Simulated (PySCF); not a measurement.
Start geometry of `O=CO[C@@H]1C=N1` from GFN2-xTB (Å):
```
atom  x, y, z in Å
O1     0.8569    1.4162   -0.0642
C2     1.4310    0.3759    0.1028
O3     0.8733   -0.8170    0.1231
C4    -0.5355   -0.8485   -0.0010
C5    -1.2957    0.3807   -0.0362
N6    -1.3488   -0.2312    1.0655
H7     2.5172    0.2816    0.2550
H8    -0.8468   -1.7754   -0.4603
H9    -1.6381    1.2237   -0.5826
```

Problem. What comes out of this run: PBE0-D3(BJ)/def2-SVP geometry optimisation, gas phase in PySCF?

Solution. 
```
atom  x, y, z in Å
O1     1.0234    1.4141   -0.2974
C2     1.4917    0.3854    0.0980
O3     0.8363   -0.7658    0.2611
C4    -0.5425   -0.8154   -0.0144
C5    -1.3671    0.3506   -0.0405
N6    -1.4622   -0.3095    1.0286
H7     2.5530    0.2414    0.3866
H8    -0.7705   -1.7587   -0.5202
H9    -1.7480    1.2640   -0.4994
```

The energy falls by 2.6 kcal/mol over 11 energy and gradient evaluations, the largest force component goes from 0.0333 to 2.6e-04 Eh/bohr, and the atoms move by 0.142 Å rms after alignment. The bond that changes most is C5–H9 (C=N carbon to hydrogen on a C=N carbon), which lengthens by 0.029 Å. Bonds longer at the end by more than 0.005 Å: 4 of 9; shorter: 2. Among the angles that change most is N6–C5–H9, from 145.2° to 140.3°. Among the dihedrals that turn most is C2–O3–C4–N6, from -64° to -81°. Rotational constants go from 7785, 3965, 2970 to 8248, 3507, 2739 MHz. The orientation of the end geometry is arbitrary; only internal coordinates are fixed.

The run used 99 basis functions and 81 SCF cycles in all. On Arm Neoverse V1, one thread, on a shared host, this took 34 s.

No frequency check. One conformer, not necessarily the lowest.
